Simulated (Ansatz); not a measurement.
# BHCl radical (SMILES [BH]Cl): functionals against CCSD(T) at one geometry

An exercise on one series of results from a longer session: the logs are not shown, and one member is left open.

Method: single points in def2-TZVPP; program: Ansatz 0.2.0, Gaussian basis.

Correlated methods freeze the cores. Orbitals are unrestricted. B3LYP uses VWN-RPA correlation.

## The starting structure

SMILES `[BH]Cl`, 3 atoms, charge 0, spin multiplicity 2.

Atoms are counted from 1 here; the program's logs count them from 0.

Bond lengths: B1–Cl2 1.695 Å, B1–H3 1.181 Å. Angles: Cl2–B1–H3 122.7°.

Coordinates:

```
B     0.0678   -0.4999   -0.0339
Cl    0.9195    0.8167    0.6104
H    -0.9672   -0.3799   -0.5908
```

The first run:

run/in.yaml

```yaml
crystal:
  periodic: [false, false, false]
  atoms:
    - {symbol: B, position_ang: [0.067800, -0.499900, -0.033900]}
    - {symbol: Cl, position_ang: [0.919500, 0.816700, 0.610400]}
    - {symbol: H, position_ang: [-0.967200, -0.379900, -0.590800]}
basis:
  gaussian: {orbitals: def2-TZVPP}
magnetization: {spin_polarized: true, initial_magnetization: 1}
correlation: {method: ccsd_t}
scf: {omitted_lower_state_checks: [cluster_reference]}
output: {forces: true}
```

No record of the launch command was kept for these runs.

Steps of the session up to this table: CCSD(T)/def2-TZVPP; PBE0-D4/def2-TZVPP; wB97M-V/def2-TZVPP; r2SCAN-D4/def2-TZVPP; PBE-D4/def2-TZVPP; r2SCANh-D4/def2-TZVPP; B3LYP-D4/def2-TZVPP.

One of the session's tables, all rows but one given; the rest of the session is left out.

```
    method  RMS force component (eV/Å)  angle to CCSD(T) forces (°)  dipole (D)
   CCSD(T)                       0.277                    reference        0.51
   PBE0-D4                       0.185                         21.2        0.51
   wB97M-V                           ?                            ?           ?
 r2SCAN-D4                       0.233                          8.9        0.48
    PBE-D4                       0.283                         23.8        0.58
r2SCANh-D4                       0.206                          6.9        0.47
  B3LYP-D4                       0.244                          4.9        0.51
```

**Question.** Estimate the row for wB97M-V.

The run gave: RMS force component (eV/Å): 0.176; angle to CCSD(T) forces (°): 6.5; dipole (D): 0.52. In the column «RMS force component (eV/Å)» it is the lowest.
